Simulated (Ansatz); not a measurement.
# CH5AlO, SMILES [CH3][AlH][OH]: a ladder of basis sets

Program: Ansatz's Python interface.

The script, `ch5alo_basis.py`:
```python
# -*- coding: utf-8 -*-
"""How the energy of CH5AlO converges with the basis."""

import ansatz as az
from ase import Atoms

SETTINGS = {
    "level": "MP2",
}

atoms = Atoms(["C", "Al", "O", "H", "H", "H", "H", "H"], positions=[
    [-0.7213, 0.9168, -0.0351],
    [0.545, -0.4891, -0.4073],
    [0.4444, -2.047, 0.5383],
    [-0.159, 1.8898, 0.2674],
    [-1.4594, 0.6324, 0.7407],
    [-1.3484, 1.188, -0.9711],
    [1.6972, -0.2829, -1.5209],
    [1.0937, -1.8652, 1.3322],
])
mol = az.Crystal.molecule_from_ase(atoms)

model = mol.calculation().correlation(SETTINGS["level"])

energies = {}
for basis in ["cc-pVDZ", "cc-pVTZ"]:
    r = model.basis(gaussian=basis).run().report
    size = r["n_frozen"] + r["n_occupied"][0] + r["n_virtual"][0]
    energies[basis] = (r["reference_energy_ev"] / 27.211386246, r["free_energy_ev"] / 27.211386246)
    print(f"{basis:14s} {size:4d} orbitals  reference {energies[basis][0]:14.6f} Ha  total {energies[basis][1]:14.6f} Ha")

# correlation energy at the basis limit from E(X) = E + A / X^3
small, large = (energies[b][1] - energies[b][0] for b in ("cc-pVDZ", "cc-pVTZ"))
limit = (3 ** 3 * large - 2 ** 3 * small) / (3 ** 3 - 2 ** 3)
print(f"correlation energy: {small:.6f} and {large:.6f} Ha, extrapolated {limit:.6f} Ha")
print(f"share caught by the larger set: {100 * large / limit:.1f} %")
```

```console
$ python ch5alo_basis.py
cc-pVDZ          71 orbitals  reference    -357.586007 Ha  total    -357.998820 Ha
cc-pVTZ         164 orbitals  reference    -357.640669 Ha  total    -358.156826 Ha
correlation energy: -0.412813 and -0.516157 Ha, extrapolated -0.559670 Ha
share caught by the larger set: 92.2 %
```

Against cc-pVDZ: cc-pVTZ -158.0 mHa. The last step alone is -158.01 mHa.

Reading the output:
- The drop along the ladder measures the basis error, and is no property of the molecule.
- The geometry is a force-field or estimated start, not a minimum of this method, and the last set is no limit. Much of the fall in a total is atomic energy, which cancels in bond and reaction energies.
- Inner cores stay frozen, so this is valence correlation.
- For Al to Cl the sets with a tight d function, cc-pV(X+d)Z, are usual.
- An extrapolation from small basis sets is rough.
- Wall time of the script: 2.6 s on 1 thread of Arm Neoverse V2, with other jobs on the host, peak memory 0.32 GiB.
